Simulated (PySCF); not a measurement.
NMR data simulated for an unnamed compound:

1H NMR (300 MHz, computed): δ 1.59 (s, 9H).

13C{1H} NMR (computed): δ 69.4 (C), 36.4 (CH3).

Level of theory: GFN2-xTB structure, shieldings: GIAO PBE0/pcSseg-1, in PySCF (no relativistic terms, in vacuum, one computed conformer, rapidly exchanging positions averaged).

Chemical shifts δ = σref − σ; TMS for 1H (σref 31.72), 13C (σref 186.93), all at this level.

Question: Which of these does the molecule contain: a ketone, a tert-butyl group, a benzene ring, a methoxy group?

Answer: 
- A ketone: no.
- A tert-butyl group: yes (δC 36.4, 69.4; δH 1.59 (s)).
- A benzene ring: no.
- A methoxy group: no.

The data belong to `InChI=1S/C4H9Cl/c1-4(2,3)5/h1-3H3`; they needn't prove each group on their own.

Carbon signals by region: 1 at 50–100 ppm, 1 below 50 ppm.

Carbons that carry Cl, above all several Cl atoms, come out too deshielded, partly because spin–orbit coupling is missing. Shifts are as computed. Against solution values, carbons near 30 ppm lie about +3 ppm off and those near 130 ppm about +5 ppm. Of 246 compounds with measured shifts, 49 miss one by over three times the rms of a fit or turn the order of signals round; such compounds aren't used in these exercises.
